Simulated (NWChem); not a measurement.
All runs are NWChem calculations. System: BCl3, charge 0, spin multiplicity 1, at a geometry optimised with PBE0/def2-SVP. The structure started from a generated list of species. Level: MP2/def2-TZVP, 16 core orbitals frozen.

Job file:

```
start mol
memory heap 200 mb stack 900 mb global 1100 mb
geometry units angstroms nocenter noautoz
  B      0.000000     0.000000     0.000000
  Cl     0.000000     0.000000     1.742063
  Cl     1.508667     0.000000    -0.871031
  Cl    -1.508667     0.000000    -0.871031
  symmetry group C2v
end
basis spherical
  * library def2-tzvp
end
scf
  rhf
  nopen 0
  maxiter 100
  thresh 1e-7
  semidirect memsize 60000000 filesize 0
end
mp2
  freeze core 16
end
task mp2 energy
```

NWChem printed:

```
             Northwest Computational Chemistry Package (NWChem) 7.3.0
             --------------------------------------------------------

                                NWChem Input Module
                                -------------------

 Scaling coordinates for geometry "geometry" by  1.889725989
 (inverse scale =  0.529177249)

 Turning off AUTOSYM since
 SYMMETRY directive was detected!

                             Geometry "geometry" -> ""
                             -------------------------

 Output coordinates in angstroms (scale by  1.889725989 to convert to a.u.)

  No.       Tag          Charge          X              Y              Z
 ---- ---------------- ---------- -------------- -------------- --------------
    1 B                    5.0000     0.00000000     0.00000000     0.00000000
    2 Cl                  17.0000     0.00000000     0.00000000     1.74206300
    3 Cl                  17.0000     1.50866700     0.00000000    -0.87103100
    4 Cl                  17.0000    -1.50866700     0.00000000    -0.87103100

 Effective nuclear repulsion energy (a.u.)     229.5135857618

            Nuclear Dipole moment (a.u.)
            ----------------------------
        X                 Y               Z
 ---------------- ---------------- ----------------
     0.0000000000     0.0000000000     0.0000321253

      Symmetry information
      --------------------

 Group name             C2v
 Group number             16
 Group order               4
 No. of unique centers     3

      Symmetry unique atoms

     1    2    3


 Summary of "ao basis" -> "" (spherical)
 ------------------------------------------------------------------------------
       Tag                 Description            Shells   Functions and Types
 ---------------- ------------------------------  ------  ---------------------
 *                         def2-tzvp                  on all atoms

 Summary of "ao basis" -> "ao basis" (spherical)
 ------------------------------------------------------------------------------
       Tag                 Description            Shells   Functions and Types
 ---------------- ------------------------------  ------  ---------------------
 B                         def2-tzvp                11       31   5s3p2d1f
 Cl                        def2-tzvp                13       37   5s5p2d1f

                                 NWChem SCF Module
                                 -----------------

  ao basis        = "ao basis"
  functions       =   142
  atoms           =     4
  closed shells   =    28
  open shells     =     0
  charge          =   0.00
  wavefunction    = RHF
  use symmetry    = T
  symmetry adapt  = T

 Summary of "ao basis" -> "ao basis" (spherical)
 ------------------------------------------------------------------------------
       Tag                 Description            Shells   Functions and Types
 ---------------- ------------------------------  ------  ---------------------
 B                         def2-tzvp                11       31   5s3p2d1f
 Cl                        def2-tzvp                13       37   5s5p2d1f

      Symmetry analysis of basis
      --------------------------

        a1         55
        a2         18
        b1         41
        b2         28

 Forming initial guess at       0.1s

      Superposition of Atomic Density Guess
      -------------------------------------

 Sum of atomic energies:       -1402.96777866

      Non-variational initial energy
      ------------------------------

 Total energy =   -1404.082643
 1-e energy   =   -2395.022726
 2-e energy   =     761.426497
 HOMO         =      -0.402694
 LUMO         =       0.038931

      Symmetry analysis of molecular orbitals - initial
      -------------------------------------------------

  Numbering of irreducible representations:

     1 a1          2 a2          3 b1          4 b2

  Orbital symmetries:

     1 a1          2 b1          3 a1          4 a1          5 b1
     6 a1          7 a1          8 b1          9 a1         10 a1
    11 b1         12 b2         13 a2         14 b2         15 b1
    16 a1         17 a1         18 b1         19 a1         20 a1
    21 a1         22 b1         23 b2         24 a2         25 b2
    26 a1         27 b1         28 b1         29 b2         30 a1
    31 a1         32 b1         33 a1         34 b2         35 a1
    36 b1         37 a1         38 b1

 Starting SCF solution at       2.0s

 ----------------------------------------------
         Quadratically convergent ROHF

 Convergence threshold     :          1.000E-07
 Maximum no. of iterations :          100
 Final Fock-matrix accuracy:          1.000E-09
 ----------------------------------------------

              iter       energy          gnorm     gmax       time
             ----- ------------------- --------- --------- --------
                 1    -1403.2898785080  8.59D-01  2.81D-01      2.1
                 2    -1403.3458846016  2.42D-01  5.64D-02      2.3
                 3    -1403.3524631128  2.29D-02  6.27D-03      2.6
                 4    -1403.3525327882  1.18D-04  6.22D-05      3.0
                 5    -1403.3525327905  7.53D-09  1.79D-09      3.7

       Final RHF  results
       ------------------

         Total SCF energy =  -1403.352532790507
      One-electron energy =  -2395.942137722242
      Two-electron energy =    763.076019169974
 Nuclear repulsion energy =    229.513585761761

        Time for solution =      1.7s

       Symmetry analysis of molecular orbitals - final
       -----------------------------------------------

  Numbering of irreducible representations:

     1 a1          2 a2          3 b1          4 b2

  Orbital symmetries:

     1 b1          2 a1          3 a1          4 b1          5 a1
     6 a1          7 a1          8 b1          9 a1         10 a2
    11 b2         12 b2         13 a1         14 b1         15 b1
    16 a1         17 a1         18 b1         19 a1         20 a1
    21 b1         22 a1         23 b2         24 a1         25 b1
    26 a2         27 b2         28 b1         29 b2         30 a1
    31 a1         32 b1         33 a1         34 b2         35 a1
    36 b1         37 a1         38 b1

             Final eigenvalues
             -----------------

              1
    1 -104.8573
    2 -104.8573
    3 -104.8572
    4  -10.5873
    5  -10.5873
    6  -10.5872
    7   -8.0540
    8   -8.0540
    9   -8.0540
   10   -8.0529
   11   -8.0529
   12   -8.0529
   13   -8.0527
   14   -8.0527
   15   -8.0527
   16   -7.7709
   17   -1.1800
   18   -1.1193
   19   -1.1193
   20   -0.7057
   21   -0.6112
   22   -0.6112
   23   -0.5555
   24   -0.4927
   25   -0.4927
   26   -0.4834
   27   -0.4834
   28   -0.4577
   29    0.0793
   30    0.1328
   31    0.2001
   32    0.2088
   33    0.2088
   34    0.2091
   35    0.2585
   36    0.2585
   37    0.3769
   38    0.3832

                       ROHF Final Molecular Orbital Analysis
                       -------------------------------------

 Vector   26  Occ=2.000000D+00  E=-4.833688D-01  Symmetry=a2
              MO Center=  3.6D-12, -1.6D-15, -8.4D-01, r^2= 3.4D+00
   Bfn.  Coefficient  Atom+Function         Bfn.  Coefficient  Atom+Function
  ----- ------------  ---------------      ----- ------------  ---------------
    84      0.390874  3 Cl py               121     -0.390874  4 Cl py
    87      0.246872  3 Cl py               124     -0.246872  4 Cl py
    81      0.179836  3 Cl py               118     -0.179836  4 Cl py

 Vector   27  Occ=2.000000D+00  E=-4.833686D-01  Symmetry=b2
              MO Center= -3.6D-12, -1.3D-16,  8.4D-01, r^2= 3.4D+00
   Bfn.  Coefficient  Atom+Function         Bfn.  Coefficient  Atom+Function
  ----- ------------  ---------------      ----- ------------  ---------------
    47      0.451344  2 Cl py                50      0.285064  2 Cl py
    84     -0.225670  3 Cl py               121     -0.225670  4 Cl py
    44      0.207658  2 Cl py                38     -0.164130  2 Cl py

 Vector   28  Occ=2.000000D+00  E=-4.576856D-01  Symmetry=b1
              MO Center=  3.9D-16, -1.7D-17,  4.1D-06, r^2= 4.2D+00
   Bfn.  Coefficient  Atom+Function         Bfn.  Coefficient  Atom+Function
  ----- ------------  ---------------      ----- ------------  ---------------
    46      0.337418  2 Cl px                85     -0.292211  3 Cl pz
   122      0.292211  4 Cl pz                49      0.221719  2 Cl px
    88     -0.192014  3 Cl pz               125      0.192014  4 Cl pz
    83     -0.168709  3 Cl px               120     -0.168709  4 Cl px
    43      0.155296  2 Cl px

 Vector   29  Occ=0.000000D+00  E= 7.925272D-02  Symmetry=b2
              MO Center= -1.4D-14,  9.0D-16, -1.3D-06, r^2= 3.2D+00
   Bfn.  Coefficient  Atom+Function         Bfn.  Coefficient  Atom+Function
  ----- ------------  ---------------      ----- ------------  ---------------
    13      0.569294  1 B  py                10      0.521437  1 B  py
    50     -0.354457  2 Cl py                87     -0.354458  3 Cl py
   124     -0.354458  4 Cl py                 7      0.339462  1 B  py

 Vector   30  Occ=0.000000D+00  E= 1.327527D-01  Symmetry=a1
              MO Center= -1.1D-15, -1.0D-15, -3.9D-07, r^2= 7.0D+00
   Bfn.  Coefficient  Atom+Function         Bfn.  Coefficient  Atom+Function
  ----- ------------  ---------------      ----- ------------  ---------------
     5      2.447211  1 B  s                  4     -0.728337  1 B  s
    36     -0.661798  2 Cl s                 73     -0.661798  3 Cl s
   110     -0.661798  4 Cl s                 51      0.232913  2 Cl pz
    86      0.201706  3 Cl px               123     -0.201706  4 Cl px

 Vector   31  Occ=0.000000D+00  E= 2.000582D-01  Symmetry=a1
              MO Center= -1.7D-16,  2.4D-17,  1.5D-05, r^2= 5.7D+00
   Bfn.  Coefficient  Atom+Function         Bfn.  Coefficient  Atom+Function
  ----- ------------  ---------------      ----- ------------  ---------------
     4      3.463175  1 B  s                 51      0.811022  2 Cl pz
     5     -0.734907  1 B  s                 36     -0.705627  2 Cl s
    73     -0.705610  3 Cl s                 86      0.702354  3 Cl px
   110     -0.705610  4 Cl s                123     -0.702354  4 Cl px
    88     -0.405511  3 Cl pz               125     -0.405511  4 Cl pz

 center of mass
 --------------
 x =   0.00000000 y =   0.00000000 z =   0.00000057

 moments of inertia (a.u.)
 ------------------
         568.457274048580           0.000000000000           0.000000000000
           0.000000000000        1136.911892220057           0.000000000000
           0.000000000000           0.000000000000         568.454618171478

  Mulliken analysis of the total density
  --------------------------------------

    Atom       Charge   Shell Charges
 -----------   ------   -------------------------------------------------------
    1 B    5     4.65   0.91  1.07  0.49  0.31 -0.02  0.82  0.70  0.04  0.08  0.23  0.03
    2 Cl  17    17.12   2.01  0.45  1.52  1.08  0.85  4.18  1.69  1.08  2.86  1.35  0.01  0.03  0.00
    3 Cl  17    17.12   2.01  0.45  1.52  1.08  0.85  4.18  1.69  1.08  2.86  1.35  0.01  0.03  0.00
    4 Cl  17    17.12   2.01  0.45  1.52  1.08  0.85  4.18  1.69  1.08  2.86  1.35  0.01  0.03  0.00

       Multipole analysis of the density wrt the origin
       ------------------------------------------------

     L   x y z        total         open         nuclear
     -   - - -        -----         ----         -------
     0   0 0 0     -0.000000      0.000000     56.000000

     1   1 0 0      0.000000      0.000000      0.000000
     1   0 1 0      0.000000      0.000000      0.000000
     1   0 0 1     -0.000006      0.000000      0.000032

     2   2 0 0    -32.610320      0.000000    276.352483
     2   1 1 0      0.000000      0.000000      0.000000
     2   1 0 1     -0.000000      0.000000      0.000000
     2   0 2 0    -31.532841      0.000000      0.000000
     2   0 1 1     -0.000000      0.000000      0.000000
     2   0 0 2    -32.610338      0.000000    276.353774

                   NWChem MP2 Semi-direct Energy/Gradient Module
                   ---------------------------------------------

  Basis functions       =    142
  Molecular orbitals    =    142
  Frozen core           =     16
  Frozen virtuals       =      0
  Active alpha occupied =     12
  Active beta occupied  =     12
  Active alpha virtual  =    114
  Active beta virtual   =    114
  Use MO symmetry       = T
  Use skeleton AO sym   = T

  AO/Fock/Back tols     =   1.0D-09  1.0D-09  1.0D-09

 GA uses MA = F    GA memory limited = T

 Available:
  local mem=  1.26D+08
 global mem=  1.44D+08
 local disk=  0.00D+00
  mp2_memr nvloc                   114
  nvloc new                   114
   1 passes of  12:        5242880                     109507                  44900002.
   1 passes of  12: M    126148851           G      144138872           F     120905971.

 Semi-direct pass number   1 of   1  for RHF alpha+beta  at        3.9s
  vrange nnbf                  9646
  mp2_eaftype                   171  avail_ma_in_mb                  1099
 EAF : mp2_eaftype filesize         171   22450001.
  mp2_eaf for mointskh                    171
Node 0 wrote    105.6 Mb in      0.0 s     Agg I/O rate:  2421.3 Mb/s
 Done moints_semi at       12.5s
  mp2_eaftype                   171  avail_ma_in_mb                   928
 EAF : mp2_eaftype filesize         171   22450001.
  mp2_eaf for kh                   171
 Done maket at       13.1s
 Done multipass loop at       13.1s

          -------------------------------------------
          SCF energy               -1403.352532790507
          Correlation energy          -0.650828574170
          Singlet pairs               -0.397413078778
          Triplet pairs               -0.253415495393
          Total MP2 energy         -1404.003361364677
          -------------------------------------------

          ---------------------------------------------------
                    Spin Component Scaled (SCS) MP2
          Same spin pairs                     -0.168943663595
          Same spin scaling factor             0.333333333333
          Opposite spin pairs                 -0.481884910575
          Opposite spin scaling fact.          1.200000000000
          SCS-MP2 correlation energy          -0.634576447222
          Total SCS-MP2 energy             -1403.987109237729
          ---------------------------------------------------

 -----------------------
 Performance information
 -----------------------

 Timer overhead =  2.17D-07 seconds/call

               Nr. of calls         CPU time (s)                 Wall time (s)                GFlops
             ---------------    -------------------     ------------------------------   -------------------
Name         Min   Avg   Max    Min     Avg     Max     Min     Avg     Max   Mx/calls   Min     Max     Sum
mp2: moin     1     1     1    8.6     8.6     8.6      8.6     8.6     8.6     8.6      0.0     0.0     0.0
mp2: make     1     1     1   0.62    0.62    0.62     0.62    0.62    0.62    0.62      0.0     0.0     0.0
mp2: tota     1     1     1    9.3     9.3     9.3      9.3     9.3     9.3     9.3      0.0     0.0     0.0

 The average no. of pstat calls per process was 3.00D+00
 with a timing overhead of 6.51D-07s

 Task  times  cpu:       13.1s     wall:       13.1s

 Total times  cpu:       13.1s     wall:       13.1s
```
